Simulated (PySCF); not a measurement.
Species: benzene radical anion, C6H6 (charge -1 and doublet state).
SMILES with atom numbers: `[cH:1]1[cH:2][cH:3][cH:4][cH:5][cH:6]1` (hydrogens: H7 on C1; H8 on C2; H9 on C3; H10 on C4; H11 on C5; H12 on C6)

As a line formula: benzene radical anion (`C1=CC=CC=C1`) [SMILES of the parent framework; charge -1 and doublet state].

The calculation used PySCF, UKS B3LYP, IGLO-III on C, pcH-1 on H, non-relativistic, mean-field spin-orbit, GIAO. Isolated species at its PBE0-D3(BJ)/def2-SVP geometry, gas phase. Whether the extra electron is bound in the gas phase wasn't checked; a finite basis holds it in any case. The geometry's basis has no diffuse functions, a weakness for an anion. Stability of the SCF solution: not tested. No frequencies were computed at this geometry's level, so the symmetric structure isn't shown to be a minimum.

Principal values of hyperfine tensors in MHz (contact and dipolar terms together), for some of the nuclei:

```tsv
atom	isotope	A1	A2	A3	alike by the symmetry of this geometry
C1	13C	-34.59	-19.20	-16.36	C4
H11	1H	-35.93	-21.27	-10.38	H8, H9, H12
H7	1H	0.74	4.40	6.45	H10
```

Question: Split each tensor into its isotropic and traceless parts, and turn a_iso into mT with g = 2.0027.

Answer: a_iso is a third of the trace, T = A − a_iso, and a(mT) = a(MHz)/(g × 13.996).

```csv
atom,a_iso (MHz),a_iso (mT),T1,T2,T3
C1,-23.38,-0.834,-11.21,4.18,7.02
H11,-22.53,-0.804,-13.40,1.25,12.15
H7,3.86,0.138,-3.12,0.53,2.59
```

Question: What spin density at the nucleus of H11 lies behind its contact coupling (g_N = 5.58569)?

Answer: a_FC = (2μ0/3) gₑ μB g_N μN ρ(0)/(2S·h) = 800.24 MHz × g_N × ρ(0)/(2S), with ρ in bohr⁻³. With a_FC = -22.53 MHz and 2S = 1, ρ(0) = -0.00504 bohr⁻³. In magnitude that is 1.6 % of the 1/π = 0.318 of a free hydrogen atom.

Question: C5 (13C, g_N = 1.40482) isn't in the table. Its spin density at the nucleus is 0.01654 bohr⁻³. What is its contact coupling?

Answer: By the same relation, a_FC = 18.60 MHz. Its full tensor has the principal values -6.15, -4.96, 66.91 MHz.

Question: Name the largest traceless tensor T of the table and describe it.

Answer: H11: -13.4, 1.3, 12.1 MHz, rhombic: the two smaller values differ by 81 % of the largest.

Question: What first-order splitting does H11 cause when the field lies along A1, A2 or A3 of its tensor (g taken as isotropic, no quadrupole term)?

Answer: 2 lines (I = 1/2), spaced by |A_i|/(g × 13.996): 1.28, 0.76, 0.37 mT along the axes of A1, A2 and A3.
